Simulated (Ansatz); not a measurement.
Reaction (SMILES): C=[C]Cl → Cl[C-]=C (an electron is taken up)
B3LYP-D3(BJ)/def2-TZVP geometries, fixed; electronic energies without zero-point terms; positive where energy is released.
Largest species:
```xyz
5

C      0.0924     0.6987    -0.0099
C      1.3520     1.0534    -0.0189
Cl    -0.7322    -0.7609     0.0128
H      2.1572     0.3219    -0.0114
H      1.6238     2.1015    -0.0342
```
Charge 0, spin multiplicity 2.

The adiabatic electron affinity at MP2 with Ansatz (a quantum-chemistry and plane-wave program), in eV, split into its Hartree-Fock and correlation parts. Cores are frozen. An unrestricted Hartree-Fock determinant is markedly spin-contaminated. Open shells are unrestricted. No added dispersion term, no relativity. Functions are those of the species that has most. These sets lack the diffuse functions that anions need.

```csv
basis,X,functions,Hartree-Fock,MP2
cc-pV(D+d)Z,2,61,0.182,1.198
cc-pV(T+d)Z,3,127,0.263,1.643
cc-pV(Q+d)Z,4,234,0.329,1.846
```

Worked estimate of the basis-set limit from each neighbouring pair, with Hartree-Fock from the larger set and the correlation part extrapolated as X^-3.
Correlation parts: X = 2: 1.016, X = 3: 1.380, X = 4: 1.517.
- (2,3): (27·(1.380) - 8·(1.016))/19 = 1.533; with Hartree-Fock 0.263 the estimate is 1.796 eV.
- (3,4): (64·(1.517) - 27·(1.380))/37 = 1.617; with Hartree-Fock 0.329 the estimate is 1.946 eV.
The last two estimates differ by 0.150 eV; the largest set lies 0.100 from the last. Over the last step Hartree-Fock moves by 0.066 and the correlation part by 0.137.
